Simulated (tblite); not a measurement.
Run record: molecular-dynamics run, `FCC1=NC1`.

Computed with GFN2-xTB (tblite), gas phase: Langevin dynamics at 300 K from the optimised GFN2-xTB geometry, time step 0.5 fs, friction 0.01 fs⁻¹, 2000 steps. The command runs a driver script over a list of jobs; the input below is this job's line of settings and its coordinates in Å. «temperature» is in K, «steps» counts time steps and «every» is the stride of the printed frames; «frames» go on to single points.

Command:
```bash
OMP_NUM_THREADS=1 python probes_run.py task.json out
```

Input:
```
{"job": {"kind": "md", "xc": "GFN2-xTB", "basis": "xTB", "temperature": 300, "steps": 2000, "every": 50, "frames": 5}, "charge": 0, "multiplicity": 1}
F      1.523553     0.552288     1.206806
C      1.287461    -0.219161     0.097941
C     -0.117839    -0.186902    -0.291769
N     -0.977715    -0.597377    -1.109276
C     -1.453981     0.319100    -0.023140
H      1.594275    -1.244929     0.340651
H      1.918950     0.168611    -0.712063
H     -2.046252    -0.115874     0.770433
H     -1.714890     1.330238    -0.304763
```

Question: Estimate the output. One trajectory will do; the random numbers aren't given.

Answer: 
```
t/fs     T/K      E/eV
    0.0   279.1   -436.11483
   25.0   195.0   -435.84753
   50.0   236.0   -435.91894
   75.0   228.2   -435.88022
  100.0   250.2   -435.86768
  125.0   275.9   -435.90306
  150.0   225.5   -435.87641
  175.0   251.0   -435.88737
  200.0   155.3   -435.93825
  225.0   210.9   -435.98596
  250.0   276.0   -435.97672
  275.0   195.8   -435.94110
  300.0   262.2   -435.96346
  325.0   146.3   -435.83976
  350.0   295.0   -436.03676
  375.0   173.2   -435.97838
  400.0   291.9   -436.00926
  425.0   197.2   -435.82619
  450.0   185.1   -435.90582
  475.0   219.9   -435.83559
  500.0   292.8   -435.91082
  525.0   191.1   -435.81774
  550.0   346.6   -435.95652
  575.0   273.1   -435.86717
  600.0   416.7   -435.89847
  625.0   221.0   -435.71298
  650.0   261.1   -435.76481
  675.0   273.0   -435.86003
  700.0   333.1   -435.82460
  725.0   365.3   -435.90482
  750.0   289.0   -435.75535
  775.0   378.7   -435.84598
  800.0   349.7   -435.68461
  825.0   410.5   -435.87754
  850.0   316.5   -435.83736
  875.0   320.8   -435.88279
  900.0   304.5   -435.97632
  925.0   168.6   -435.65763
  950.0   320.1   -435.70936
  975.0   459.8   -435.86620
 1000.0   200.4   -435.68983
```

E is the potential energy; T comes from the kinetic energy over all 3N coordinates.

Question: Sum up the printed frames.

Answer: 41 frames over 1000 fs. T runs from 146 K (325 fs) to 460 K (975 fs), with a mean of 269 K over all frames and 309 K from 500 fs on. E starts at -436.115 eV, peaks 0.457 eV above that at 925 fs, and averages 0.291 eV above it from 500 fs on.

Question: Give the last frame.

Answer: 0.14 Å rms from the start after alignment:
```
atom  x, y, z in Å
F1     -0.482    0.143    2.008
C2      0.002    0.209    0.719
C3     -0.943    0.929   -0.155
N4     -1.441    1.282   -1.267
C5     -2.318    1.471   -0.107
H6      0.271   -0.876    0.416
H7      0.843    0.830    1.018
H8     -3.201    0.831    0.018
H9     -2.456    2.506    0.125
```

On one thread of an AMD EPYC 9R14, shared host with 64 logical CPUs at a one-minute load of 20, this took 4.1 s wall and 0.18 GiB of memory at its peak.
